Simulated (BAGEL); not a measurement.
# CH3Al (SMILES C[Al]): a chain of runs

Aim: a single-point energy (HF/6-31G*), then the energy (NEVPT2(2,2)/6-31G*), then the energy (CASPT2(2,2)/6-31G*) of CH3Al. 

Program for the calculation: BAGEL 1.2.2.

1 further run of the same task is left out (set aside as unsound or not needed).

**1. The structure to begin with**

CH3Al: 5 atoms, total charge 0, spin state singlet. As SMILES, `C[Al]`. The C1–H5 distance was set to 1.482 Å, away from the relaxed value.

Bond lengths: C1–Al2 1.988 Å, C1–H3 1.098 Å, C1–H4 1.098 Å. Angles: Al2–C1–H3 111.8°, Al2–C1–H4 111.8°, H3–C1–H4 107.1°. A long bond or contact: C1–H5 1.482 Å.

**2. The energy at HF/6-31G(d) (density fitting with svp-jkfit, spherical functions) (run 1)**

input.json reads:

```json
{ "bagel": [

{
  "title": "molecule",
  "basis": "6-31gs.json",
  "df_basis": "svp-jkfit",
  "angstrom": true,
  "geometry": [
    { "atom": "C", "xyz": [       0.174788,      -0.233662,       0.205627 ] },
    { "atom": "Al", "xyz": [       1.878698,       0.513088,      -0.495603 ] },
    { "atom": "H", "xyz": [       0.075268,      -1.303612,      -0.020143 ] },
    { "atom": "H", "xyz": [       0.100908,      -0.126262,       1.295897 ] },
    { "atom": "H", "xyz": [      -1.005630,       0.445840,      -0.379270 ] }
  ]
},

{ "title": "hf" },

{ "title": "print", "file": "orbitals.molden", "orbitals": true }

]}
```

The basis set 6-31G* is read from a file made from the Basis Set Exchange's data (not shown).

Started as:

```
BAGEL_NUM_THREADS=1 BAGEL input.json > input.out
```

What it wrote:

```text
* using 1 threads per process

  ===============================================================
  ===============================================================

  *** Geometry ***

  { "atom" : "C", "xyz" : [      0.330301,     -0.441557,      0.388579 ] },
  { "atom" : "Al", "xyz" : [      3.550225,      0.969596,     -0.936554 ] },
  { "atom" : "H", "xyz" : [      0.142236,     -2.463470,     -0.038065 ] },
  { "atom" : "H", "xyz" : [      0.190688,     -0.238601,      2.448890 ] },
  { "atom" : "H", "xyz" : [     -1.900365,      0.842515,     -0.716716 ] },

  Number of auxiliary basis functions:      257

  Since a DF basis is specified, we compute 2- and 3-index integrals:
    o Being stored without compression. Storage requirement is 0.003 GB

  Number of basis functions:       38
  Number of electrons      :       22

    * METHOD: MOLECULE                             0.05

  *** RHF ***

  === Nuclear Repulsion ===
    37.1598153055

      * DIIS with orbital gradients will be used.

  === RHF iteration (6-31gs.json) ===
      0       -281.34513768          0.02433378           0.00
      1       -281.41392494          0.01248011           0.00
      2       -281.43386121          0.00193202           0.00
      3       -281.43503509          0.00028278           0.00
      4       -281.43506989          0.00008763           0.00
      5       -281.43507308          0.00002028           0.00
      6       -281.43507325          0.00000595           0.00
      7       -281.43507327          0.00000154           0.00
      8       -281.43507327          0.00000070           0.00
      9       -281.43507327          0.00000018           0.00
     10       -281.43507327          0.00000006           0.00
     11       -281.43507327          0.00000002           0.00
     12       -281.43507327          0.00000000           0.00
    * SCF iteration converged.

    * Permanent dipole moment:
           (    0.164328,     0.206278,    -0.187733) a.u.

    * METHOD: HF                                   0.10

    * METHOD: PRINT                                0.00

  ===============================================================
```

Run time: 0.4 s. Hardware: 1 thread of Arm Neoverse V2, shared host; peak memory 0.14 GiB.

**3. The energy at NEVPT2(2,2)/6-31G(d) (density fitting with svp-jkfit, spherical functions) (run 2)**

input.json reads:

```json
{ "bagel" : [

{
  "title" : "molecule",
  "basis" : "6-31gs.json",
  "df_basis" : "svp-jkfit",
  "angstrom" : "true",
  "geometry" : [
    { "atom" : "C", "xyz" : [       0.174788,      -0.233662,       0.205627 ] },
    { "atom" : "Al", "xyz" : [       1.878698,       0.513088,      -0.495603 ] },
    { "atom" : "H", "xyz" : [       0.075268,      -1.303612,      -0.020143 ] },
    { "atom" : "H", "xyz" : [       0.100908,      -0.126262,       1.295897 ] },
    { "atom" : "H", "xyz" : [      -1.005630,       0.445840,      -0.379270 ] }
  ]
},

{ "title" : "hf", "charge" : 0 },

{ "title" : "casscf", "nstate" : 1, "nact" : 2, "nclosed" : 10, "charge" : 0, "active" : [10, 15], "maxiter" : 200, "natocc" : "true" },

{
  "title" : "nevpt2",
  "nstate" : 1,
  "nact" : 2,
  "nclosed" : 10,
  "charge" : 0,
  "active" : [10, 15],
  "maxiter" : 200,
  "natocc" : "true",
  "ncore" : 6
},

{ "title" : "print", "file" : "orbitals.molden", "orbitals" : "true" }

]}
```

The basis set 6-31G* is read from a file made from the Basis Set Exchange's data (not shown).

Started as:

```
BAGEL_NUM_THREADS=1 BAGEL input.json > input.out
```

What it wrote:

```text
* using 1 threads per process

  ===============================================================
  ===============================================================

  *** Geometry ***

  { "atom" : "C", "xyz" : [      0.330301,     -0.441557,      0.388579 ] },
  { "atom" : "Al", "xyz" : [      3.550225,      0.969596,     -0.936554 ] },
  { "atom" : "H", "xyz" : [      0.142236,     -2.463470,     -0.038065 ] },
  { "atom" : "H", "xyz" : [      0.190688,     -0.238601,      2.448890 ] },
  { "atom" : "H", "xyz" : [     -1.900365,      0.842515,     -0.716716 ] },

  Number of auxiliary basis functions:      257

  Since a DF basis is specified, we compute 2- and 3-index integrals:
    o Being stored without compression. Storage requirement is 0.003 GB

  Number of basis functions:       38
  Number of electrons      :       22

    * METHOD: MOLECULE                             0.05

  *** RHF ***

  === Nuclear Repulsion ===
    37.1598153055

      * DIIS with orbital gradients will be used.

  === RHF iteration (6-31gs.json) ===
      0       -281.34513768          0.02433378           0.01
      1       -281.41392494          0.01248011           0.01
      2       -281.43386121          0.00193202           0.01
      3       -281.43503509          0.00028278           0.01
      4       -281.43506989          0.00008763           0.01
      5       -281.43507308          0.00002028           0.01
      6       -281.43507325          0.00000595           0.01
      7       -281.43507327          0.00000154           0.01
      8       -281.43507327          0.00000070           0.01
      9       -281.43507327          0.00000018           0.01
     10       -281.43507327          0.00000006           0.01
     11       -281.43507327          0.00000002           0.01
     12       -281.43507327          0.00000000           0.01
    * SCF iteration converged.

    * Permanent dipole moment:
           (    0.164328,     0.206278,    -0.187733) a.u.

    * METHOD: HF                                   0.12

  ---------------------------
      CASSCF calculation
  ---------------------------

    ==== Active orbitals : =====
         Orbital 10
         Orbital 15
    ============================

    * nstate   :      1
    * nclosed  :     10
    * nact     :      2
    * nvirt    :     26
  === CASSCF iteration (6-31gs.json) ===

    * Using the second-order algorithm

      0  0      -281.44040503     1.64e-03      0.00

      1  0      -281.45872784     2.83e-03      0.03

      2  0      -281.46167437     6.87e-04      0.04

      3  0      -281.46176305     1.69e-04      0.03

      4  0      -281.46176579     4.02e-05      0.04

      5  0      -281.46176590     9.93e-06      0.04

      6  0      -281.46176590     2.50e-06      0.04

      7  0      -281.46176590     6.34e-07      0.04

      8  0      -281.46176590     1.61e-07      0.03

      9  0      -281.46176590     4.10e-08      0.03

     10  0      -281.46176590     1.04e-08      0.03

     11  0      -281.46176590     2.63e-09      0.02

    * Second-order optimization converged. *

     guess   0:   closed 1.                   open ..

  === FCI iteration ===

      0  0      -281.43438330     8.00e-02      0.00
      1  0      -281.46176474     4.26e-04      0.00
      2  0 *    -281.46176590     6.66e-16      0.00

     * ci vector, state   0, <S^2> = 0.0000
       2.     0.9856517905
       .2    -0.1687914333

    * METHOD: CASSCF                               0.39

    * freezing 6 orbitals

  === DF-NEVPT2 calculation ===

    * 3-index integral transformation done
    * assembly done

      NEVPT2 correlation energy:   -0.1565389747      0.01

          (+0)     -0.1108715391
          (+0)'    -0.0148376752
          (+1)     -0.0047630899
          (+1)'    -0.0000000000
          (+2)     -0.0003948900
          (-1)     -0.0224295870
          (-1)'     0.0000000000
          (-2)     -0.0032421935

      NEVPT2 total energy:       -281.6183048793

    * METHOD: NEVPT2                               0.02

    * METHOD: PRINT                                0.00

  ===============================================================
```

Wall time 0.82 s (1 thread of Arm Neoverse V2, shared host); peak memory 0.14 GiB.

**4. The energy at CASPT2(2,2)/6-31G(d) (density fitting with svp-jkfit, spherical functions) (run 3)**

job.json reads:

```json
{ "bagel": [

{
  "title": "molecule",
  "basis": "6-31gs.json",
  "df_basis": "svp-jkfit",
  "angstrom": true,
  "geometry": [
    { "atom": "C", "xyz": [    0.174788,   -0.233662,    0.205627 ] },
    { "atom": "Al", "xyz": [    1.878698,    0.513088,   -0.495603 ] },
    { "atom": "H", "xyz": [    0.075268,   -1.303612,   -0.020143 ] },
    { "atom": "H", "xyz": [    0.100908,   -0.126262,    1.295897 ] },
    { "atom": "H", "xyz": [   -1.005630,    0.445840,   -0.379270 ] }
  ]
},
{ "title": "hf", "charge": 0 },
{ "title": "casscf", "nstate": 1, "nact": 2, "nclosed": 10, "charge": 0, "active": [10, 15], "maxiter": 200, "natocc": true },
{ "title": "print", "file": "orbitals.molden", "orbitals": true },
{ "title": "smith", "method": "caspt2", "ms": true, "xms": true, "sssr": true, "shift": 0.2, "shift_imag": true, "ncore": 6 }

]}
```

The basis set 6-31G* is read from a file made from the Basis Set Exchange's data (not shown).

Started as:

```
BAGEL_NUM_THREADS=1 BAGEL job.json > job.out
```

What it wrote:

```text
* using 1 threads per process

  ===============================================================
  ===============================================================

  *** Geometry ***

  { "atom" : "C", "xyz" : [      0.330301,     -0.441557,      0.388579 ] },
  { "atom" : "Al", "xyz" : [      3.550225,      0.969596,     -0.936554 ] },
  { "atom" : "H", "xyz" : [      0.142236,     -2.463470,     -0.038065 ] },
  { "atom" : "H", "xyz" : [      0.190688,     -0.238601,      2.448890 ] },
  { "atom" : "H", "xyz" : [     -1.900365,      0.842515,     -0.716716 ] },

  Number of auxiliary basis functions:      257

  Since a DF basis is specified, we compute 2- and 3-index integrals:
    o Being stored without compression. Storage requirement is 0.003 GB

  Number of basis functions:       38
  Number of electrons      :       22

    * METHOD: MOLECULE                             0.05

  *** RHF ***

  === Nuclear Repulsion ===
    37.1598153055

      * DIIS with orbital gradients will be used.

[... 6 lines left out ...]
    * SCF iteration converged.
[... 1 line left out ...]
    * Permanent dipole moment:
[... 27 lines left out ...]
    * Second-order optimization converged. *
[... 9 lines left out ...]
     * ci vector, state   0, <S^2> = 0.0000
[... 16 lines left out ...]
    * Zeroth order energy : state  0       -0.8621337216
[... 4 lines left out ...]
       #      aibj      arbs      arbi      airj      risj      airs      arst      rist         Etot      error   time
[... 2 lines left out ...]
       0  -0.10995  -0.00393  -0.02285  -0.00503  -0.00055  -0.01306  -0.00000   0.00000   -0.1553772  0.0028385   0.01
       1  -0.11007  -0.00396  -0.02294  -0.00513  -0.00059  -0.01339  -0.00000  -0.00000   -0.1560736  0.0005173   0.01
       2  -0.11008  -0.00396  -0.02292  -0.00513  -0.00059  -0.01340  -0.00000  -0.00000   -0.1561023  0.0001149   0.01
       3  -0.11008  -0.00396  -0.02293  -0.00513  -0.00060  -0.01340  -0.00000  -0.00000   -0.1561034  0.0000239   0.01
       4  -0.11008  -0.00396  -0.02293  -0.00513  -0.00060  -0.01340   0.00000  -0.00000   -0.1561035  0.0000055   0.01
       5  -0.11008  -0.00396  -0.02293  -0.00513  -0.00060  -0.01340  -0.00000  -0.00000   -0.1561035  0.0000013   0.01
       6  -0.11008  -0.00396  -0.02293  -0.00513  -0.00060  -0.01340   0.00000   0.00000   -0.1561035  0.0000003   0.01

      ------------------------------------------------------------------------------------------------------------------

    * CASPT2 energy : state  0     -281.6195774154
        w/o shift correction       -281.6178694035
        reference weight              0.9335922293

    * METHOD: SMITH                                0.07

  ===============================================================
```

Wall time 0.88 s (1 thread of Arm Neoverse V2, shared host); peak memory 0.14 GiB.

**5. Summary of results**

```
                               quantity          value
         run 1, HF/6-31G*: total energy  -281.43507 Eh
        run 1, HF/6-31G*: dipole moment         0.82 D
          run 1, HF/6-31G*: HOMO energy       -7.67 eV
          run 1, HF/6-31G*: LUMO energy        1.22 eV
        run 1, HF/6-31G*: HOMO–LUMO gap        8.89 eV
run 2, NEVPT2(2,2)/6-31G*: total energy  -281.61830 Eh
run 3, CASPT2(2,2)/6-31G*: total energy  -281.61958 Eh
```
